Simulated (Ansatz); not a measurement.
Basis-set extrapolation for the F⁻ ion (frozen core, Ansatz). Multiplicity 1, RHF reference.

```json
{"": "HF", "def2-TZVPPD": "-99.455825", "def2-QZVPPD": "-99.459134"}
{"": "MP2 correlation", "def2-TZVPPD": "-0.287156", "def2-QZVPPD": "-0.311623"}
{"": "CCSD(T) correlation", "def2-TZVPPD": "-0.291052", "def2-QZVPPD": "-0.314704"}
```

Energies in hartree. Use E(X) = E(∞) + A·exp(−7.88·√X) for Hartree–Fock and E(X) = E(∞) + B·X^(−2.97) for correlation, with X = 3 and 4.

**Question.** What is the CCSD(T) energy at the basis-set limit?

**Answer.** HF limit: -99.459134 + (-0.003309) × 0.13774 = -99.45959. Correlation limit: -0.314704 + (-0.023652) × 0.74074 = -0.33222. Total: -99.79181 hartree, 28.2 kcal/mol below CCSD(T)/def2-TZVPPD.
